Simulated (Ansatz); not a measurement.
# BS− (singlet): the correlation ladder, aug-cc-pVTZ

An exercise on one series of results from a longer session: the logs are not shown, and one member is left open.

Computed with Ansatz 0.2.0, Gaussian basis. Level: aug-cc-pVTZ, core rule «outside noble gas», up to 6 orbitals frozen.

The runs, in order: UHF; CCSD(T) on RHF; BCCD(T) on RHF; CCSDT(Q) on RHF; CASSCF and MRCISD+Q, 10 electrons in 8 orbitals; CASSCF and NEVPT2, 10 electrons in 8 orbitals.

3 further runs of the same task are left out: 3 set aside as unsound or not needed. Runs told in other sessions of the task aren't counted.

## What is computed

The geometry is a PBE0/def2-TZVPD stationary point (not a proven minimum).

2 atoms, charge -1, spin multiplicity 1.

Atoms are counted from 1 here; the program's logs count them from 0.

Bond lengths: B1–S2 1.685 Å.

Geometry (Å):

| atom | x (Å) | y (Å) | z (Å) |
| --- | --- | --- | --- |
| B1 | 0.00000 | 0.00000 | 0.00000 |
| S2 | 0.00000 | 0.00000 | 1.68530 |

Set-up of the first run:

Contents of in.yaml:

```yaml
crystal:
  periodic: [false, false, false]
  atoms:
    - {symbol: B, position_ang: [0.000000, 0.000000, 0.000000]}
    - {symbol: S, position_ang: [0.000000, 0.000000, 1.685300]}
basis:
  gaussian: {orbitals: aug-cc-pVTZ}
total_charge: -1
magnetization: {spin_polarized: true, initial_magnetization: 0}
hamiltonian: {xc: hf}
output: {orbitals: {seedname: orbitals}}
```

On the command line:

```bash
ansatz run in.yaml --threads 1 --pin off --events-out ev --progress --plain --max-ram 2816MiB --backend cpu
```

Steps of the session up to this table: UHF; CCSD(T) on RHF; BCCD(T) on RHF; CCSDT(Q) on RHF; CASSCF and MRCISD+Q, 10 electrons in 8 orbitals; CASSCF and NEVPT2, 10 electrons in 8 orbitals.

One of the session's tables, all rows but one given; the rest of the session is left out.

```
          method  from RCCSDT(Q) (kJ/mol)
             RHF                   +806.8
            RMP2                   +105.6
           RCCSD                        ?
        RCCSD(T)                     +5.4
         BCCD(T)                     +5.0
          RCCSDT                     +3.5
       RCCSDT(Q)                        0
  CASSCF valence                   +628.5
  NEVPT2 valence                   +146.6
  MRCISD valence                    +71.8
MRCISD+Q valence                    +14.2
```

Q: Estimate the row for RCCSD from the others.

**Answer.** from RCCSDT(Q) (kJ/mol): +52.7. In the column «from RCCSDT(Q) (kJ/mol)» it lies between MRCISD+Q valence (+14.2) and MRCISD valence (+71.8).
